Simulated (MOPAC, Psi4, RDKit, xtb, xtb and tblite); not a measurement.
Torsional profile of SMILES C#C/C=C\C=C (C6H6). Scanned: dihedral C3–C4–C5–C6; all other coordinates were relaxed at B3LYP-D3(BJ)/def2-SVP. Points at φ and −φ are mirror images.

Geometry of the scan point at 90° (Å):
```
12

C      2.3782     1.5911    -0.6968
C      1.8750     0.5666    -0.2815
C      1.3192    -0.6475     0.2163
C     -0.0003    -0.9019     0.3263
C     -1.0830     0.0479    -0.0179
C     -1.6508     0.1506    -1.2225
H      2.8147     2.4992    -1.0668
H      2.0340    -1.4185     0.5259
H     -0.2989    -1.8689     0.7503
H     -1.4538     0.6766     0.8041
H     -1.3159    -0.4623    -2.0647
H     -2.4610     0.8607    -1.4093
```

Methods: GFN2-xTB, on its own relaxed geometries (the stored frames are those of B3LYP-D3(BJ)/def2-SVP) (xtb and tblite); MMFF94 // B3LYP-D3(BJ)/def2-SVP (RDKit); PBE0/def2-TZVP // B3LYP-D3(BJ)/def2-SVP (Psi4); PBE0-D3(BJ)/def2-TZVP // B3LYP-D3(BJ)/def2-SVP (Psi4); PBE/def2-TZVP // B3LYP-D3(BJ)/def2-SVP (Psi4); PBE-D3(BJ)/def2-TZVP // B3LYP-D3(BJ)/def2-SVP (Psi4); MP2/cc-pVTZ = DF-MP2 (frozen core)/cc-pVTZ // B3LYP-D3(BJ)/def2-SVP (Psi4); HF/cc-pVTZ // B3LYP-D3(BJ)/def2-SVP (Psi4); UFF // B3LYP-D3(BJ)/def2-SVP (RDKit); PM3, restricted, heats of formation // B3LYP-D3(BJ)/def2-SVP (MOPAC); PM7, restricted, heats of formation // B3LYP-D3(BJ)/def2-SVP (MOPAC); GFN1-xTB // B3LYP-D3(BJ)/def2-SVP (xtb).

Least-squares fit of E(φ) = a0 + Σ (a_n cos nφ + b_n sin nφ), n = 1 to 4, to the 12 scan points, in kJ/mol above the lowest point of each profile (levels whose profile four harmonics don't fit are not listed):

```json
[
 {"method": "GFN2-xTB", "a0": "14.46", "a1": "3.23", "b1": "0.00", "a2": "-10.43", "b2": "0.00", "a3": "2.16", "b3": "0.00", "a4": "1.37", "b4": "0.00", "rms of fit": "0.08"},
 {"method": "MMFF94", "a0": "18.25", "a1": "6.60", "b1": "0.00", "a2": "-5.88", "b2": "0.00", "a3": "7.39", "b3": "0.00", "a4": "1.41", "b4": "0.00", "rms of fit": "0.18"},
 {"method": "PBE0/def2-TZVP", "a0": "19.70", "a1": "5.58", "b1": "0.00", "a2": "-12.52", "b2": "0.00", "a3": "3.11", "b3": "0.00", "a4": "1.20", "b4": "0.00", "rms of fit": "0.24"},
 {"method": "PBE0-D3(BJ)/def2-TZVP", "a0": "19.11", "a1": "4.90", "b1": "0.00", "a2": "-12.61", "b2": "0.00", "a3": "3.14", "b3": "0.00", "a4": "1.27", "b4": "0.00", "rms of fit": "0.23"},
 {"method": "PBE/def2-TZVP", "a0": "20.60", "a1": "5.54", "b1": "0.00", "a2": "-13.84", "b2": "0.00", "a3": "2.86", "b3": "0.00", "a4": "1.37", "b4": "0.00", "rms of fit": "0.28"},
 {"method": "PBE-D3(BJ)/def2-TZVP", "a0": "20.05", "a1": "4.84", "b1": "0.00", "a2": "-14.01", "b2": "0.00", "a3": "2.88", "b3": "0.00", "a4": "1.45", "b4": "0.00", "rms of fit": "0.27"},
 {"method": "MP2/cc-pVTZ", "a0": "17.47", "a1": "4.39", "b1": "0.00", "a2": "-11.17", "b2": "0.00", "a3": "3.34", "b3": "0.00", "a4": "1.19", "b4": "0.00", "rms of fit": "0.18"},
 {"method": "HF/cc-pVTZ", "a0": "18.00", "a1": "7.00", "b1": "0.00", "a2": "-8.18", "b2": "0.00", "a3": "3.87", "b3": "0.00", "a4": "0.64", "b4": "0.00", "rms of fit": "0.23"},
 {"method": "UFF", "a0": "22.02", "a1": "11.96", "b1": "0.00", "a2": "-9.94", "b2": "0.00", "a3": "2.50", "b3": "0.00", "a4": "3.51", "b4": "0.00", "rms of fit": "0.66"},
 {"method": "PM3", "a0": "7.21", "a1": "3.25", "b1": "0.00", "a2": "-2.54", "b2": "0.00", "a3": "1.21", "b3": "0.00", "a4": "-0.24", "b4": "0.00", "rms of fit": "0.25"},
 {"method": "PM7", "a0": "5.88", "a1": "2.85", "b1": "0.00", "a2": "-1.65", "b2": "0.00", "a3": "1.18", "b3": "0.00", "a4": "-0.09", "b4": "0.00", "rms of fit": "0.31"},
 {"method": "GFN1-xTB", "a0": "13.08", "a1": "2.25", "b1": "0.00", "a2": "-10.16", "b2": "0.00", "a3": "1.84", "b3": "0.00", "a4": "1.20", "b4": "0.00", "rms of fit": "0.06"}
]
```
